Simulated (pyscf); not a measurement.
HO–BH–F (SMILES OBF) → B–OH (SMILES [B]O) [singlet] + HF (SMILES F), a 1,1-elimination (singlet surface; B–H, B–F broken, F–H formed). Optimised with ωB97X-D3(BJ)/def2-SVP in PySCF. MP2 and CC: frozen core, UHF for open shells. ΔMP2 is the change of the MP2 total energy from the triple- to the quadruple-zeta basis. Energies in eV from the reactant's lowest minimum found.

Small-basis levels: PySCF, no dispersion term, spherical d functions. Cost: rough CPU time at the saddle relative to B3LYP/6-31G*, from one job on a shared machine.

```json
[
 {"level": "MP2/6-31G*", "barrier": "4.84", "reaction energy": "+4.68", "cost": "0.1"},
 {"level": "SVWN5/6-31G*", "barrier": "4.41", "reaction energy": "+5.32", "cost": "0.6"},
 {"level": "B3LYP/3-21G", "barrier": "4.66", "reaction energy": "+5.33", "cost": "0.8"},
 {"level": "B3LYP/6-31G*", "barrier": "4.67", "reaction energy": "+4.83", "cost": "1"},
 {"level": "M06-2X/6-31G*", "barrier": "4.90", "reaction energy": "+4.81", "cost": "2"},
 {"level": "B3LYP/6-311+G**", "barrier": "?", "reaction energy": "+3.98", "cost": "1"},
 {"level": "PBE/def2-SVP", "barrier": "?", "reaction energy": "+4.60", "cost": "1"},
 {"level": "CCSD(T)/def2-TZVPP + ΔMP2(QZVPP)", "barrier": "?", "reaction energy": "+3.95", "cost": "–"}
]
```

Question: What belongs in the gaps?

Answer: 
- B3LYP/6-311+G**, barrier: 4.30
- PBE/def2-SVP, barrier: 4.22
- CCSD(T)/def2-TZVPP + ΔMP2(QZVPP), barrier: 4.50

Against the last row the barrier runs from -0.28 (PBE/def2-SVP) to +0.39 eV (M06-2X/6-31G*); SVWN5/6-31G* happens to lie closest here (0.09 eV apart). At SVWN5/6-31G*, B3LYP/3-21G, B3LYP/6-31G*, PBE/def2-SVP this geometry lies under one side, so the entry may be no barrier of that level: it is a single point on another level's saddle. CCSD(T)/def2-TZVPP + ΔMP2(QZVPP) has limits of its own. On the product side the descent ends in a bound adduct, 0.41 eV under the separated species and 0.74 eV under the saddle at ωB97X-D3(BJ)/def2-TZVP. The same reactants have a lower exit, to HB=O + HF (barrier +2.52 eV at ωB97M-D3(BJ), against +4.41 eV here). B–OH [singlet] lies 1.93 eV over its isomer HB=O (electronic energy, ωB97M-D3(BJ)). This is the saddle that the search found; another between the same sides may lie lower. The CCSD(T) − MP2 part came from Ansatz, without density fitting, on the same reference.
